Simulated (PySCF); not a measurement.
**C₄H₃FO: electronic excitations and core binding energies**

What electronic excitations and core binding energies should C₄H₃FO (`O=c1cc1CF`) show?

Programs: PySCF 2.14.0, with density-fitted response routines of our own. Each step states its level of theory. These are calculated values for one molecule in the gas phase, unless marked as measured. Atoms count from 0, in the outputs and in this text.

## (1) Starting geometry

9 atoms, charge 0, multiplicity 1; geometry from: GFN2-xTB.

Bonds of the start (Å): O0–C1 1.19, C1–C2 1.42, C2–C3 1.35, C3–C4 1.46, C4–F5 1.38, C3–C1 1.44, C2–H6 1.07, C4–H7 1.10, C4–H8 1.10.

## (2) TDDFT and polarisability: B3LYP/def2-SVPD

What the job is given:

```
{"job": {"kind": "uv", "xc": "B3LYP", "basis": "def2-SVPD", "nstates": 8, "ntriplets": 3}, "charge": 0, "multiplicity": 1}
O      2.189781    -1.530038     0.300784
C      1.476813    -0.597664     0.108908
C      1.217333     0.770265    -0.180865
C      0.150172    -0.043273     0.005263
C     -1.310296    -0.134643     0.040958
F     -1.910842     1.075427    -0.215585
H      1.521278     1.769055    -0.398777
H     -1.650945    -0.461510     1.031891
H     -1.669732    -0.841624    -0.717757
```

Method: TDDFT B3LYP/def2-SVPD, vertical, gas phase, core orbitals frozen in the response.

The run is started by

```console
OMP_NUM_THREADS=1 python probes_run.py task.json out
```

One launch serves the whole session: the jobs run in the order shown.

What it wrote:

```text
coarse grid: 8376 points
cycle   1  E = -328.7649244877  dE =  1.126e+00  |g| = 8.613e-01  |ddm| = 4.803e+00
cycle   2  E = -328.0982717594  dE =  6.667e-01  |g| = 2.005e+00  |ddm| = 3.198e+00
cycle   3  E = -328.9062801690  dE = -8.080e-01  |g| = 1.879e-01  |ddm| = 2.360e+00
cycle   4  E = -328.9117193170  dE = -5.439e-03  |g| = 1.058e-01  |ddm| = 3.341e-01
cycle   5  E = -328.9135859547  dE = -1.867e-03  |g| = 2.240e-02  |ddm| = 9.786e-02
cycle   6  E = -328.9136883715  dE = -1.024e-04  |g| = 5.970e-03  |ddm| = 3.848e-02
cycle   7  E = -328.9136947208  dE = -6.349e-06  |g| = 2.601e-03  |ddm| = 1.098e-02
final grid: 83760 points
cycle   8  E = -328.9747452555  dE = -1.430e-05  |g| = 7.956e-03  |ddm| = 8.258e-02
cycle   9  E = -328.9747053435  dE =  3.991e-05  |g| = 1.569e-02  |ddm| = 2.902e-02
cycle  10  E = -328.9747590512  dE = -5.371e-05  |g| = 1.133e-03  |ddm| = 1.973e-02
cycle  11  E = -328.9747592881  dE = -2.369e-07  |g| = 3.176e-04  |ddm| = 1.375e-03
cycle  12  E = -328.9747593049  dE = -1.682e-08  |g| = 1.123e-04  |ddm| = 4.899e-04
cycle  13  E = -328.9747593076  dE = -2.709e-09  |g| = 3.833e-05  |ddm| = 1.851e-04
cycle  14  E = -328.9747593079  dE = -2.981e-10  |g| = 7.677e-06  |ddm| = 5.871e-05
converged SCF energy = -328.9747593079

Static polarisability (au): isotropic 48.657, principal 33.396 50.606 61.969

Singlet excitations
state   eV       nm        f      main configurations
  1   4.2444    292.1   0.00040   H->L 0.99
  2   5.6599    219.1   0.00004   H->L+2 0.99
  3   6.1149    202.8   0.00047   H->L+1 0.96
  4   6.4281    192.9   0.05463   H-1->L 0.83, H->L+3 0.12
  5   6.7831    182.8   0.06415   H->L+3 0.85, H-1->L 0.10
  6   7.3473    168.7   0.01062   H->L+4 0.94
  7   7.5801    163.6   0.00013   H-1->L+1 0.98
  8   7.6753    161.5   0.00031   H-3->L 0.79, H-4->L 0.18

Triplet excitations (Tamm-Dancoff, eV): 3.8562 4.7395 5.2650
```

Wall time 8.9 s (1 thread of AMD EPYC 7R43, shared host); peak memory 0.6 GiB.

The orbitals next to the gap, with their largest atomic shares:

```tsv
orbital	eV	atoms
HOMO−3	-10.72	F5 26 %, C3 18 %, C2 16 %
HOMO−2	-10.59	F5 54 %, C4 18 %, H8 8 %
HOMO−1	-8.51	O0 38 %, C2 21 %, C3 18 %
HOMO	-7.01	O0 54 %, C1 15 %, C3 13 %
LUMO	-1.48	C2 37 %, C3 35 %, C4 7 %
LUMO+1	0.00	C4 31 %, C3 14 %, C2 13 %
LUMO+2	0.47	C1 35 %, O0 29 %, C2 13 %
```

With each of the 8 states as a Gaussian band of 0.4 eV half-width at 1/e, the curve within the window shown has maxima at 186 nm (ε 4,000) L/(mol cm). Beyond the last state computed it falls off for lack of states. The curve at chosen wavelengths:

(nm, ε (L/mol/cm)): (155, 46), (162, 306), (170, 1026), (177, 2512), (184, 3867), (192, 3477), (199, 2036), (207, 680), (214, 178), (221, 36), (229, 5), (236, 1), (243, 0), (251, 1), (258, 2), (265, 5), (273, 10), (280, 13), (287, 16), (295, 16), (302, 14), (310, 11), (317, 8), (324, 5), (332, 3), (339, 2)

Ground-state properties from the same run:

```tsv
property	computed
dipole moment (D)	2.69
polarisability (Å³)	7.21
HOMO–LUMO gap (eV)	5.53
−ε(HOMO) (eV)	7.01
```

## (3) Core holes by ΔSCF: SCAN, X2C

Same as in step 2 but for these lines:

```diff
@@ -1,2 +1,2 @@
-{"job": {"kind": "uv", "xc": "B3LYP", "basis": "def2-SVPD", "nstates": 8, "ntriplets": 3}, "charge": 0, "multiplicity": 1}
+{"job": {"kind": "xps"}, "charge": 0, "multiplicity": 1}
 O      2.189781    -1.530038     0.300784
```

Method: delta-SCF UKS SCAN, pcX-2 on the ionised atom, pcseg-1 elsewhere, spin-free X2C.

What it wrote:

```text
ground state, core basis on atom 0 (O), 130 functions
  cycle   1  E = -329.09167405  |g| = 9.17e-01
  cycle   2  E = -326.31601060  |g| = 2.97e+00
  cycle   3  E = -329.14530384  |g| = 6.20e-01
  cycle   4  E = -329.23869450  |g| = 1.81e-01
  cycle   5  E = -329.24232294  |g| = 1.11e-01
  cycle   6  E = -329.24457889  |g| = 3.78e-02
  cycle   7  E = -329.24486743  |g| = 1.54e-02
  cycle   8  E = -329.24492919  |g| = 3.61e-03
  cycle   9  E = -329.24493284  |g| = 1.37e-03
  cycle  10  E = -329.24493178  |g| = 3.74e-04
  E(ground) = -329.24994077 Eh
hole in O 1s of atom 0
  cycle   1  E = -308.65549735  |g| = 2.22e+00
  cycle   2  E = -307.91095479  |g| = 2.33e+00
  cycle   3  E = -309.27797007  |g| = 6.48e-01
  cycle   4  E = -309.36287165  |g| = 4.83e-01
  cycle   5  E = -309.48242457  |g| = 7.31e-02
  cycle   6  E = -309.48411978  |g| = 2.84e-02
  cycle   7  E = -309.48450621  |g| = 6.53e-03
  cycle   8  E = -309.48452320  |g| = 4.28e-03
  cycle   9  E = -309.48453256  |g| = 1.65e-03
  cycle  10  E = -309.48453339  |g| = 7.66e-04
  cycle  11  E = -309.48453500  |g| = 3.26e-04
  E(ion) = -309.49179147 Eh   <S^2> = 0.7641   hole on atom = 1.000   binding energy = 537.647 eV
ground state, core basis on atom 1 (C), 130 functions
  cycle   1  E = -329.22165382  |g| = 9.00e-02
  cycle   2  E = -329.21687953  |g| = 1.70e-01
  cycle   3  E = -329.22243306  |g| = 2.64e-02
  cycle   4  E = -329.22257250  |g| = 4.66e-03
  cycle   5  E = -329.22257944  |g| = 8.23e-04
  cycle   6  E = -329.22257835  |g| = 1.52e-04
  E(ground) = -329.23064492 Eh
hole in C 1s of atom 1
  cycle   1  E = -317.86639765  |g| = 1.51e+00
  cycle   2  E = -314.64437798  |g| = 2.75e+00
  cycle   3  E = -317.73442624  |g| = 1.24e+00
  cycle   4  E = -318.23607902  |g| = 6.58e-01
  cycle   5  E = -318.26154019  |g| = 5.97e-01
  cycle   6  E = -318.41416371  |g| = 1.04e-01
  cycle   7  E = -318.41793842  |g| = 5.03e-02
  cycle   8  E = -318.41907423  |g| = 2.02e-02
  cycle   9  E = -318.41927309  |g| = 5.70e-03
  cycle  10  E = -318.41929075  |g| = 2.15e-03
  cycle  11  E = -318.41929549  |g| = 1.08e-03
  cycle  12  E = -318.41929694  |g| = 6.96e-04
  cycle  13  E = -318.41929783  |g| = 3.31e-04
  E(ion) = -318.42596023 Eh   <S^2> = 0.7779   hole on atom = 1.000   binding energy = 294.010 eV
ground state, core basis on atom 2 (C), 130 functions
  cycle   1  E = -329.21808275  |g| = 6.04e-02
  cycle   2  E = -329.21780319  |g| = 4.32e-02
  cycle   3  E = -329.21782623  |g| = 4.15e-02
  cycle   4  E = -329.21819421  |g| = 9.25e-03
  cycle   5  E = -329.21821291  |g| = 1.55e-03
  cycle   6  E = -329.21821504  |g| = 7.04e-04
  cycle   7  E = -329.21821393  |g| = 1.47e-04
  E(ground) = -329.22627050 Eh
hole in C 1s of atom 2
  cycle   1  E = -317.91278589  |g| = 1.51e+00
  cycle   2  E = -315.94607739  |g| = 2.49e+00
  cycle   3  E = -318.18286245  |g| = 8.50e-01
  cycle   4  E = -318.35440892  |g| = 5.84e-01
  cycle   5  E = -318.47124200  |g| = 1.97e-01
  cycle   6  E = -318.48823636  |g| = 4.30e-02
  cycle   7  E = -318.48885989  |g| = 1.93e-02
  cycle   8  E = -318.48899746  |g| = 8.19e-03
  cycle   9  E = -318.48903458  |g| = 3.45e-03
  cycle  10  E = -318.48904615  |g| = 2.11e-03
  cycle  11  E = -318.48905302  |g| = 7.46e-04
  cycle  12  E = -318.48905419  |g| = 3.95e-04
  E(ion) = -318.49642345 Eh   <S^2> = 0.7954   hole on atom = 1.000   binding energy = 291.974 eV
ground state, core basis on atom 3 (C), 130 functions
  cycle   1  E = -329.21894247  |g| = 6.09e-02
  cycle   2  E = -329.21851319  |g| = 4.75e-02
  cycle   3  E = -329.21862850  |g| = 4.21e-02
  cycle   4  E = -329.21908512  |g| = 5.81e-03
  cycle   5  E = -329.21909249  |g| = 1.11e-03
  cycle   6  E = -329.21909282  |g| = 3.57e-04
  E(ground) = -329.22772051 Eh
hole in C 1s of atom 3
  cycle   1  E = -317.90532461  |g| = 1.52e+00
  cycle   2  E = -315.88400453  |g| = 2.57e+00
  cycle   3  E = -318.14916053  |g| = 8.86e-01
  cycle   4  E = -318.36993575  |g| = 5.30e-01
  cycle   5  E = -318.45612476  |g| = 2.25e-01
  cycle   6  E = -318.47716423  |g| = 6.21e-02
  cycle   7  E = -318.47909202  |g| = 1.78e-02
  cycle   8  E = -318.47931578  |g| = 7.70e-03
  cycle   9  E = -318.47939413  |g| = 4.79e-03
  cycle  10  E = -318.47945114  |g| = 3.81e-03
  cycle  11  E = -318.47948973  |g| = 2.42e-03
  cycle  12  E = -318.47950516  |g| = 1.71e-03
  cycle  13  E = -318.47951151  |g| = 8.19e-04
  cycle  14  E = -318.47951320  |g| = 2.20e-04
  E(ion) = -318.48674094 Eh   <S^2> = 0.8357   hole on atom = 1.000   binding energy = 292.277 eV
ground state, core basis on atom 4 (C), 130 functions
  cycle   1  E = -329.21900189  |g| = 5.87e-02
  cycle   2  E = -329.21883144  |g| = 3.36e-02
  cycle   3  E = -329.21868412  |g| = 4.12e-02
  cycle   4  E = -329.21909423  |g| = 5.76e-03
  cycle   5  E = -329.21910074  |g| = 1.82e-03
  cycle   6  E = -329.21910155  |g| = 3.99e-04
  E(ground) = -329.22681000 Eh
hole in C 1s of atom 4
  cycle   1  E = -317.85668515  |g| = 1.50e+00
  cycle   2  E = -314.14259012  |g| = 2.86e+00
  cycle   3  E = -317.72896776  |g| = 1.21e+00
  cycle   4  E = -318.34281847  |g| = 4.03e-01
  cycle   5  E = -318.38231654  |g| = 2.33e-01
  cycle   6  E = -318.40064658  |g| = 1.24e-01
  cycle   7  E = -318.40676292  |g| = 2.09e-02
  cycle   8  E = -318.40694120  |g| = 7.11e-03
  cycle   9  E = -318.40697018  |g| = 4.15e-03
  cycle  10  E = -318.40698091  |g| = 2.00e-03
  cycle  11  E = -318.40698391  |g| = 1.73e-03
  cycle  12  E = -318.40698618  |g| = 7.36e-04
  cycle  13  E = -318.40698629  |g| = 3.39e-04
  E(ion) = -318.41480700 Eh   <S^2> = 0.7735   hole on atom = 1.000   binding energy = 294.210 eV
ground state, core basis on atom 5 (F), 130 functions
  cycle   1  E = -329.26036718  |g| = 1.16e-01
  cycle   2  E = -329.26016741  |g| = 4.86e-02
  cycle   3  E = -329.26002325  |g| = 5.91e-02
  cycle   4  E = -329.26049389  |g| = 5.60e-03
  cycle   5  E = -329.26050066  |g| = 1.57e-03
  cycle   6  E = -329.26050152  |g| = 2.79e-04
  E(ground) = -329.27053423 Eh
hole in F 1s of atom 5
  cycle   1  E = -302.89674519  |g| = 2.58e+00
  cycle   2  E = -301.20446458  |g| = 2.66e+00
  cycle   3  E = -302.64592585  |g| = 1.48e+00
  cycle   4  E = -303.71170981  |g| = 4.47e-01
  cycle   5  E = -303.73456261  |g| = 3.47e-01
  cycle   6  E = -303.78378272  |g| = 1.04e-01
  cycle   7  E = -303.78842269  |g| = 3.23e-02
  cycle   8  E = -303.78885062  |g| = 1.16e-02
  cycle   9  E = -303.78891161  |g| = 4.97e-03
  cycle  10  E = -303.78892360  |g| = 7.57e-04
  cycle  11  E = -303.78892486  |g| = 2.49e-04
  E(ion) = -303.80473934 Eh   <S^2> = 0.7586   hole on atom = 1.000   binding energy = 692.960 eV
```

Run time: 19 s. Hardware: 1 thread of AMD EPYC 7R43, shared host; peak memory 0.42 GiB.

The holes in one table. −ε is the ground-state orbital energy:

```tsv
hole	stands for	ΔSCF (eV)	−ε (eV)	⟨S²⟩
O1s on O0	O0	537.65	516.2	0.764
C1s on C1	C1	294.01	276.7	0.778
C1s on C2	C2	291.97	275.3	0.795
C1s on C3	C3	292.28	275.5	0.836
C1s on C4	C4	294.21	276.8	0.773
F1s on F5	F5	692.96	667.0	0.759
```

## (4) Outcome

| quantity | value |
| --- | --- |
| lowest singlet (B3LYP/def2-SVPD) | 4.24 eV (292 nm), f = 0.000 |
| brightest single state of those computed | state 5, 6.78 eV, f = 0.064 |
| lowest triplet | 3.86 eV |
| C1s binding energies, SCAN/pcX-2 | C4 294.21, C1 294.01, C3 292.28, C2 291.97 eV |
| O1s binding energies, SCAN/pcX-2 | O0 537.65 eV |
| F1s binding energies, SCAN/pcX-2 | F5 692.96 eV |

What this shows: The lowest singlet, at 4.24 eV, is HOMO→LUMO 0.99 and is dark; of the 8 states computed, the strongest absorption comes from state 5 at 6.78 eV. The lowest triplet lies 0.39 eV below the lowest singlet (triplets in Tamm-Dancoff, singlets in full TDDFT). The C1s levels kept as sound span 2.24 eV, from C2 up to C4.
